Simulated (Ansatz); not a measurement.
A nudged elastic band was laid between two geometries of FH3Si + H2S (8 atoms, charge 0, multiplicity 1).

Computed with RKS B3LYP/def2-SVP (Ansatz 0.2.0).

| Property | Result |
| --- | --- |
| movable images | 9 |
| climbing image | yes |
| spring | 5.0 eV/Å² |
| optimiser | quadratic models (default) |
| start path | through a guess of the saddle point |
| force threshold | 0.05 eV/Å |
| iteration limit | 60 |
| end points | relaxed |

Initial state:

```xyz
8
Properties=species:S:1:pos:R:3
Si 0.424 0.054 -0.194
H 0.437 -0.127 1.281
F 1.973 -0.014 -0.709
H -0.119 1.383 -0.573
H -0.317 -1.048 -0.862
S -2.930 0.130 0.968
H -3.133 -1.193 0.774
H -2.587 -0.057 2.263
```

Final state:

```xyz
8
Properties=species:S:1:pos:R:3
Si -0.710 0.003 -0.719
H 0.357 0.132 3.097
F -0.067 -0.344 0.741
H -0.300 1.377 -1.094
H -0.204 -1.034 -1.652
S -2.848 0.024 -0.663
H -2.975 -1.324 -0.591
H 0.495 0.292 3.829
```

Problem. Which bonds break or form, and what moves?

Solution. Bonds broken: Si1–H2, S6–H8. Bonds formed: Si1–S6, H2–H8. FH3Si + H2S becomes FH3SSi + H2.

Problem. Give the energies along the band, and the barrier.

Solution. It converged. The highest image is number 3 of 0 to 10, 45.3 kcal/mol above the first end and 51.4 kcal/mol above the last; the last end lies 6.2 kcal/mol below the first. Neighbouring images differ by up to 1.5 eV, so the band resolves the path poorly. A vibrational analysis at the climbing image gives one clearly imaginary mode, 986i cm⁻¹: a first-order saddle point. The orbitals stay closed-shell, which can raise the energy where a bond breaks towards radicals; this wasn't checked here.

| image | path coordinate (Å) | energy (kcal/mol) | Si1–H2 (Å) | S6–H8 (Å) | Si1–S6 (Å) |
| --- | --- | --- | --- | --- | --- |
| 0 | 0.00 | 0.0 | 1.49 | 1.35 | 3.55 |
| 1 | 0.82 | 1.2 | 1.49 | 1.35 | 3.41 |
| 2 | 1.63 | 10.8 | 1.51 | 1.38 | 2.98 |
| 3 | 2.45 | 45.3 | 1.74 | 1.81 | 2.49 |
| 4 | 3.36 | 18.6 | 2.39 | 2.30 | 2.22 |
| 5 | 4.26 | -0.5 | 3.05 | 2.69 | 2.15 |
| 6 | 5.17 | -5.3 | 3.63 | 3.42 | 2.14 |
| 7 | 6.08 | -5.6 | 4.53 | 3.58 | 2.14 |
| 8 | 7.00 | -5.9 | 3.80 | 4.16 | 2.14 |
| 9 | 7.92 | -6.2 | 3.88 | 5.02 | 2.14 |
| 10 | 8.84 | -6.2 | 3.96 | 5.61 | 2.14 |

Problem. What is the geometry of the highest image?

Solution. 
```xyz
8
Properties=species:S:1:pos:R:3:forces:R:3
Si -0.246 0.043 -0.128 0.01 0.00 0.00
H -0.066 -0.106 1.591 0.00 0.00 0.00
F 1.389 -0.151 -0.040 -0.01 0.00 0.00
H -0.373 1.461 -0.513 0.00 0.00 0.00
H -0.590 -1.142 -0.940 0.00 0.00 0.00
S -2.590 0.180 0.689 0.00 0.00 0.00
H -2.788 -1.157 0.775 0.00 0.00 0.00
H -0.988 -0.001 1.514 0.00 -0.01 0.01
```

The band took 24 iterations and of the order of 14 core-minutes.

Run time: 14 min on 1 thread of Arm Neoverse N1, with other jobs on the host, peak memory 0.16 GiB.
